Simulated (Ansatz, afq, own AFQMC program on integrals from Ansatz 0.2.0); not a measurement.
**Where AFQMC and coupled cluster stand for B2H2⁺, quartet**

```xyz
4

B     0.0000    0.0000    0.6756
B     0.0000    0.0000   -0.9095
H     0.0000    1.0479    1.2540
H     0.0000   -1.0479    1.2540
```

Connectivity, by distances: BH2–B.

Basis cc-pVDZ. Noble-gas cores (and the filled d shells of Ga–Kr and In–Xe) are frozen. Ansatz 0.2.0 and our own AFQMC program on the same integrals; the CISD trial comes from CCSD amplitudes, and released means the phaseless constraint is let go. Uncertainties: one standard error, sampling alone.

Determinant: ROHF, the one that the program's search chose, which needn't be the lowest solution. The geometry is a PBE0/def2-TZVP stationary point of this or a neighbouring charge and spin state.

Full CI is exact in this basis; its frozen core comes from its own orbitals, which moves totals by up to a few meV.

Cautions: lower spins were not checked; the search met a lower determinant of the same kind, perhaps of another symmetry (199 meV lower), and this one is a saddle point; the released energies have errors that jump between times, so the bars are unsure, so no released level is given (meV from the phaseless value at times in 1/Eh: -10 ± 6 at 0.24, -10 ± 5 at 0.51, 22 ± 36 at 0.99, -17 ± 3 at 1.62, -20.2 ± 1.9 at 2.40); full CI with its own frozen core.

* T1 diagnostic: 0.0287
* weight of the determinant in the CISD state: 0.904
* size of the correlated space: 7 electrons in 36 orbitals

Reference: full CI, correlation energy -3.857 eV. CCSDTQ lies 0.1 meV above full CI, in part by the other frozen core, which shifts every row alike, so rows that close can't be ranked against it.

```
        level  E − E(reference) (kcal/mol)  share of correlation (%)
           HF                        88.95                      0.00
          MP2                        22.11                     75.14
         CCSD                         3.52                     96.04
      CCSD(T)                         0.92                     98.97
        CCSDT                         0.16                     99.82
     CCSDT(Q)                         0.03                     99.97
       CCSDTQ                         0.00                    100.00
ph-AFQMC/CISD                  0.64 ± 0.06                     99.28
```

CCSDT and higher add their correlation energy to the determinant of the CCSD(T) run, since their own runs factorise the integrals more tightly (a shift of under 2 meV). A walk keeps the symmetry of its determinant, which the program's search chose and which needn't be the lowest solution, so a lower state of the same spin and another symmetry isn't excluded.
